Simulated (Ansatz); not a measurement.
System: Cl (charge -1, singlet).

Basis-set convergence of Hartree-Fock and CCSD(T) correlation energies (hartree) with Ansatz (a first-principles code). Correlated levels leave the core frozen unless marked. No spin-orbit coupling. No relativistic terms. This anion needs diffuse functions, which these sets lack.

```csv
basis,functions,E(HF),"E(corr, CCSD(T))"
def2-SVP,18,-459.37124,-0.14294
def2-TZVPP,42,-459.55562,-0.22208
def2-QZVPP,70,___,___
```

**Question.** Some entries are withheld; supply them.

**Answer.** 
- def2-QZVPP, E(HF): -459.57468
- def2-QZVPP, E(corr, CCSD(T)): -0.24827
